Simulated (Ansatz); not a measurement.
Energy needed to pull apart AlSiH₃O (SMILES O=[SiH][AlH2]), closed shell, into free ground-state atoms, from the structure below (displaced at random from its PBE0-D4/def2-TZVP minimum); no zero-point or spin–orbit terms; open-shell atoms are treated unrestricted, in their ground-state multiplicity.

| atom | x (Å) | y (Å) | z (Å) |
| --- | --- | --- | --- |
| O1 | 0.4364 | -2.0121 | 0.8847 |
| Si2 | -0.3307 | -1.1513 | -0.0089 |
| Al3 | 0.3563 | 1.3062 | -0.0374 |
| H4 | -1.4527 | -1.9034 | -0.9337 |
| H5 | 1.4317 | 1.5739 | -0.9291 |
| H6 | -0.4584 | 2.1317 | 1.0183 |

Computed with Ansatz 0.2.0 (basis: def2-TZVPP); correlated methods freeze the cores.

```
   method  atomization energy (eV)
   PBE-D4                    17.07
r2SCAN-D4                        ?
  PBE0-D4                    16.63
  wB97M-V                    17.02
       HF                        ?
      MP2                    16.77
     CCSD                    16.15
  CCSD(T)                    16.47
```

**Question.** What does r2SCAN-D4 give? (An estimate is asked for; the value comes from the calculation.)

**Answer.** Computed: 17.07 eV, which is about 0.60 eV more than CCSD(T)/def2-TZVPP.

**Question.** What does HF give? (An estimate is asked for; the value comes from the calculation.)

**Answer.** By the calculation: 11.54 eV, which is about 4.93 eV less than CCSD(T)/def2-TZVPP.

In triple zeta the MP2 and coupled-cluster atomization energies are still short of their basis limit by a few kcal/mol a bond, whereas those of the functionals are nearly converged, so these differences are not deviations from converged CCSD(T).

T1 diagnostic: at most 0.020.

For scale, one of the runs: CCSD(T)/def2-TZVPP forces, 157 basis functions (an equivalent command: `ansatz run in.yaml --threads 2`). Time: 70 s of wall clock on 2 CPU threads; the host was shared. Peak host memory: 1.8 GiB.
